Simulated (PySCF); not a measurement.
CHO, SMILES O=[CH] (connectivity only; charge and spin as stated), charge +1, multiplicity 1.

Geometry: B3LYP-D3(BJ)/def2-TZVPD. The isomer is the one that the SMILES or the coordinates give; other isomers of the formula were not compared.

Vertical ionisation energy (IE) and electron affinity (EA) in eV. Rows of orbital energies are one-electron estimates. Where ΔSCF, EOM or ADC give a negative EA the extra electron is unbound and the value depends on the basis.

| level | IE | EA |
|---|---|---|
| −ε(HOMO), −ε(LUMO), PBE0/def2-TZVPD (PySCF) | 22.88 | 10.11 |
| −ε(HOMO), −ε(LUMO), M06-2X/def2-TZVPD (PySCF) | 24.52 | 8.76 |
| EOM-CCSD/aug-cc-pVDZ (PySCF) | 26.66 | 6.31 |
| ADC(3)/aug-cc-pVDZ (PySCF) | 26.73 | 6.42 |

Computed lowest 1s main lines (those of the lightest heavy element) from CVS-ADC(2)-x/aug-cc-pVDZ (PySCF, non-relativistic), with pole strengths:
308.9 eV (1.55).

**Question.** Beyond the first one, list the lowest photoelectron lines from ADC(3)/aug-cc-pVDZ (PySCF) with their pole strengths (two spins summed). (Estimate from the structure and the level; the computed values follow.)

**Answer.** 28.55 eV (1.83), 30.84 eV (1.75).
